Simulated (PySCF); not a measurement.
**CH3O, SMILES `C[O]` (charge 0, multiplicity 2)**

Calculation: ωB97X-D3(BJ)/def2-TZVP // B3LYP-D3(BJ)/def2-TZVP (PySCF).

- highest occupied spin orbital = -10.37 eV
- dipole moment = 2.05 D
- total energy = -115.1303 Ha
- cost = about 22 core-seconds (a rough figure)

```xyz
5

C     -0.0333     0.0016    -0.0439
O      1.3032    -0.1612     0.1641
H     -0.2795     0.9189    -0.5971
H     -0.4744     0.1207     0.9658
H     -0.5160    -0.8800    -0.4890
```
Charge 0, spin multiplicity 2.
